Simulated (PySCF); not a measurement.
CClF3.
Geometry (PBE0-D3(BJ)/def2-SVP, Å), atoms numbered from 1 in this order:
```
atom  x, y, z in Å
F1    -0.6415   -0.2154   -1.1662
C2    -0.0793    0.0008    0.0066
F3    -0.4777    1.1732    0.4591
F4    -0.4746   -0.9352    0.8464
Cl5    1.6730   -0.0233   -0.1459
```

Method: core-valence-separated Tamm–Dancoff BHandHLYP/aug-pcX-1 (def2-SVPD on Cl) in PySCF, non-relativistic, gas phase, PBE0-D3(BJ)/def2-SVP geometry. No empirical shift is added; at this level the pattern usually sits a few eV under experiment.

The lowest roots of each edge with f over 0.003 (five at most, numbered afresh; weaker and dark ones are left out), with transition dipoles (au) in the frame of the coordinates:

| root | edge | E (eV) | μx | μy | μz |
| --- | --- | --- | --- | --- | --- |
| 1 | C | 291.21 | -0.1079 | 0.0015 | 0.0095 |
| 2 | C | 293.75 | 0.0103 | 0.0432 | 0.1098 |
| 3 | C | 293.75 | 0.0021 | -0.1103 | 0.0431 |
| 4 | C | 295.35 | 0.0279 | -0.0006 | -0.0023 |
| 5 | F | 687.09 | -0.0079 | -0.0282 | 0.0310 |
| 6 | F | 687.10 | -0.0125 | -0.0284 | -0.0291 |
| 7 | F | 687.10 | 0.0387 | -0.0148 | -0.0027 |
| 8 | F | 689.05 | 0.0027 | 0.0296 | -0.0266 |
| 9 | F | 689.06 | 0.0040 | 0.0269 | 0.0310 |

**Question.** What are the oscillator strengths?

**Answer.** f = (2/3) ΔE |μ|², with ΔE in hartree (27.2114 eV):

```csv
root,ΔE (Eh),|μ|² (au),f,core hole on
1,10.7018,0.011727,0.084,C2
2,10.7952,0.014030,0.101,C2
3,10.7953,0.014039,0.101,C2
4,10.8539,0.000783,0.006,C2
5,25.2502,0.001815,0.031,F1/F3/F4
6,25.2503,0.001806,0.030,F1/F3/F4
7,25.2505,0.001726,0.029,F1/F3/F4
8,25.3223,0.001592,0.027,F1/F3/F4
9,25.3224,0.001700,0.029,F1/F3/F4
```

**Question.** Molecules are fixed in this frame and the field points along y. What effective strengths 3 f cos²θ do the roots have (θ between field and μ)?

**Answer.** root 1 (C2): 0.000, root 2 (C2): 0.040, root 3 (C2): 0.263, root 4 (C2): 0.000, root 5 (F1/F3/F4): 0.040, root 6 (F1/F3/F4): 0.041, root 7 (F1/F3/F4): 0.011, root 8 (F1/F3/F4): 0.044, root 9 (F1/F3/F4): 0.036. Root 3 is the strongest. Averaged over all orientations cos²θ is 1/3, which gives f back. For degenerate partners only the sum has meaning, as the program may mix them freely.

The run took about 15 s of CPU time (one thread, shared machine).
